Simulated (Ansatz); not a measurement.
A nudged elastic band was laid between two geometries of CH₃SSi (6 atoms, charge -1, multiplicity 1).

Method: RKS PBE-D4/def2-SVP in Ansatz.

```yaml
movable_images: 7
climbing_image: yes
spring: 5.0 eV/Å²
optimiser: quadratic models (default)
start_path: IDPP
force_threshold: 0.05 eV/Å
iteration_limit: 55
end_points: relaxed
```

Initial state:

```xyz
6
Properties=species:S:1:pos:R:3
C -0.603 -0.017 -0.793
Si 0.457 0.011 0.598
S 2.111 -1.051 1.116
H -1.463 0.675 -0.852
H -0.473 -0.699 -1.650
H -0.028 1.080 1.581
```

Final state:

```xyz
6
Properties=species:S:1:pos:R:3
C -0.604 -0.016 -0.792
Si 0.457 0.010 0.597
S 2.111 -1.052 1.116
H -0.476 -0.698 -1.650
H -1.462 0.677 -0.851
H -0.027 1.080 1.579
```

Task: Which bonds break or form, and what moves?

Result: No bond is made or broken. The dihedral H4–C1–Si2–S3 goes from 180 to 0°. The two ends are copies of one structure, up to a mirror image or an exchange of like atoms.

Task: Give the energies along the band, and the barrier.

Result: It converged. The highest image is number 4 of 0 to 8, 112.8 kJ/mol above the ends, which have the same energy within 2 meV. A vibrational analysis at the climbing image gives one clearly imaginary mode, 690i cm⁻¹: a first-order saddle point. Limits of this set-up: an anion without diffuse functions, the dipole of an ion depends on the origin.

| image | path coordinate (Å) | energy (kJ/mol) | dihedral H4–C1–Si2–S3 (°) |
| --- | --- | --- | --- |
| 0 | 0.00 | 0.0 | 180 |
| 1 | 0.46 | 12.7 | 150 |
| 2 | 0.92 | 46.6 | 119 |
| 3 | 1.39 | 88.9 | 88 |
| 4 | 1.85 | 112.8 | 55 |
| 5 | 2.31 | 88.9 | 32 |
| 6 | 2.77 | 46.6 | 18 |
| 7 | 3.23 | 12.7 | 8 |
| 8 | 3.69 | 0.0 | 0 |

Task: What is the geometry of the highest image?

Result: 
```xyz
6
Properties=species:S:1:pos:R:3
C -0.747 0.364 -0.816
Si 0.415 0.082 0.532
S 1.436 -1.461 1.385
H -1.625 -0.316 -0.649
H -0.261 -0.038 -1.746
H 0.782 1.369 1.293
```

Task: What are the harmonic wavenumbers there?

Result: 690i, 259, 366, 545, 586, 692, 825, 866, 1270, 1954, 2880, 2932 cm⁻¹.

The run took 3.9 min on 1 thread of Intel(R) Xeon(R) Processor @ 2.50GHz (Skylake/Cascade Lake) (shared host), peak memory 0.12 GiB.
